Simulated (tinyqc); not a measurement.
Inside a calculation. Method: MP2 on RHF in the sto-3g basis, for OH-, spin multiplicity 1. The basis has no diffuse functions, so it cannot describe the extra electron: this is an exercise in the method, not the real anion. One step of it, computed by the program tinyqc.

Problem. Iteration 1: building the Fock matrix. J_ij = sum D_kl (ij|kl), K_ij = sum D_kl (ik|jl); F = H + J - 0.5 K; E = tr D H + tr D J / 2 - 0.25 tr D K + E_nn.

D at the start, lower triangle:
```
,1O 1s,1O 2s,1O 2px,1O 2py,1O 2pz,2H 1s
1O 1s,2.387489
1O 2s,-0.555871,2.356225
1O 2px,0.000000,0.000000,1.455739
1O 2py,0.000000,0.000000,0.000000,1.455739
1O 2pz,0.013635,-0.068332,0.000000,0.000000,1.358606
2H 1s,-0.020194,0.073505,0.000000,0.000000,0.142609,1.107779
```

core Hamiltonian H = T + V (hartree), lower triangle:
```
,1O 1s,1O 2s,1O 2px,1O 2py,1O 2pz,2H 1s
1O 1s,-32.072625
1O 2s,-7.459352,-8.699568
1O 2px,0.000000,0.000000,-6.879795
1O 2py,0.000000,0.000000,0.000000,-6.879795
1O 2pz,-0.010625,-0.131042,0.000000,0.000000,-6.958892
2H 1s,-1.066702,-2.481715,0.000000,0.000000,-1.874668,-4.065005
```

Two-electron integrals (ij|kl) in chemists' order, unique and non-zero (hartree):
```
i,j,k,l,(ij|kl)
1,1,1,1,4.785065
2,1,1,1,0.741380
2,1,2,1,0.136873
2,2,1,1,1.118947
2,2,2,1,0.256633
2,2,2,2,0.817206
3,1,3,1,0.024477
3,2,3,1,0.037809
3,2,3,2,0.180518
3,3,1,1,1.115814
3,3,2,1,0.256684
3,3,2,2,0.817023
3,3,3,3,0.880159
4,1,4,1,0.024477
4,2,4,1,0.037809
4,2,4,2,0.180518
4,3,4,3,0.047444
4,4,1,1,1.115814
4,4,2,1,0.256684
4,4,2,2,0.817023
4,4,3,3,0.785270
4,4,4,4,0.880159
5,1,5,1,0.024477
5,2,5,1,0.037809
5,2,5,2,0.180518
5,3,5,3,0.047444
5,4,5,4,0.047444
5,5,1,1,1.115814
5,5,2,1,0.256684
5,5,2,2,0.817023
5,5,3,3,0.785270
5,5,4,4,0.785270
5,5,5,5,0.880159
6,1,1,1,0.106281
6,1,2,1,0.019475
6,1,2,2,0.036344
6,1,3,3,0.036273
6,1,4,4,0.036273
6,1,5,1,0.000886
6,1,5,2,0.001672
6,1,5,5,0.036492
6,1,6,1,0.002806
6,2,1,1,0.282215
6,2,2,1,0.065643
6,2,2,2,0.234363
6,2,3,3,0.230211
6,2,4,4,0.230211
6,2,5,1,0.004929
6,2,5,2,0.039108
6,2,5,5,0.242434
6,2,6,1,0.009540
6,2,6,2,0.086209
6,3,3,1,0.006574
6,3,3,2,0.039330
6,3,5,3,0.007929
6,3,6,3,0.011722
6,4,4,1,0.006574
6,4,4,2,0.039330
6,4,5,4,0.007929
6,4,6,4,0.011722
6,5,1,1,0.213330
6,5,2,1,0.050226
6,5,2,2,0.191456
6,5,3,3,0.182960
6,5,4,4,0.182960
6,5,5,1,0.009855
6,5,5,2,0.069250
6,5,5,5,0.208228
6,5,6,1,0.007591
6,5,6,2,0.085626
6,5,6,5,0.095807
6,6,1,1,0.449519
6,6,2,1,0.106228
6,6,2,2,0.436853
6,6,3,3,0.420052
6,6,4,4,0.420052
6,6,5,1,0.009526
6,6,5,2,0.106496
6,6,5,5,0.469921
6,6,6,1,0.015538
6,6,6,2,0.210644
6,6,6,5,0.238804
6,6,6,6,0.774606
```

nuclear repulsion = 3.65896084 hartree

Give: Coulomb J; exchange K; Fock matrix F; total energy of this density.

Solution.

Coulomb J (hartree), lower triangle:
```
,1O 1s,1O 2s,1O 2px,1O 2py,1O 2pz,2H 1s
1O 1s,18.5972
1O 2s,3.4595,8.3720
1O 2px,0.0000,0.0000,8.3449
1O 2py,0.0000,0.0000,0.0000,8.3449
1O 2pz,0.0096,0.1198,0.0000,0.0000,8.3999
2H 1s,0.4934,2.4175,0.0000,0.0000,2.0151,4.7881
```

exchange K (hartree), lower triangle:
```
,1O 1s,1O 2s,1O 2px,1O 2py,1O 2pz,2H 1s
1O 1s,11.0290
1O 2s,1.8510,2.8763
1O 2px,0.0000,0.0000,1.8773
1O 2py,0.0000,0.0000,0.0000,1.8773
1O 2pz,0.0099,0.0910,0.0000,0.0000,1.9510
2H 1s,0.2914,1.0324,0.0000,0.0000,0.7349,1.3086
```

Fock matrix F (hartree), lower triangle:
```
,1O 1s,1O 2s,1O 2px,1O 2py,1O 2pz,2H 1s
1O 1s,-18.9900
1O 2s,-4.9254,-1.7657
1O 2px,0.0000,0.0000,0.5265
1O 2py,0.0000,0.0000,0.0000,0.5265
1O 2pz,-0.0060,-0.0568,0.0000,0.0000,0.4655
2H 1s,-0.7190,-0.5804,0.0000,0.0000,-0.2270,0.0688
```

total energy of this density = -79.091038 hartree

This density is the starting one; it is not idempotent, so its energy is not variational and may lie below the converged one.
